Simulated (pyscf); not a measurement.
Single points on ωB97X-D3(BJ)/def2-SVP structures (PySCF, gas phase).

Q: Estimate the classical barrier height and the reaction energy of H atom (H•) + •O–OH -> water (H₂O) + O atom (O) [triplet] at PBE/def2-TZVP. The step runs on the triplet surface, breaks O–O and forms H–O; take the separated reactants as zero.

A: ΔE‡ = 42.0 kJ/mol, ΔE = -155.7 kJ/mol. CCSD(T)/def2-TZVPP + ΔMP2(QZVPP) gives 66.9 kJ/mol and -250.3 kJ/mol. Zero-point energy shifts the barrier by +4.9 kJ/mol. It is a substitution at O, with an imaginary mode of 1830i cm⁻¹. H• + •O–OH also meet on a surface of lower spin, which isn't treated here. One saddle was located; it need not be the lowest between these sides. The angle at the attacked O is 163°. The CCSD(T) − MP2 part came from Ansatz, without density fitting, on the same reference. A UHF reference is spin-contaminated (<S²> up to 2.20), which harms MP2 most. Left out: the spin-orbit lowering of O.
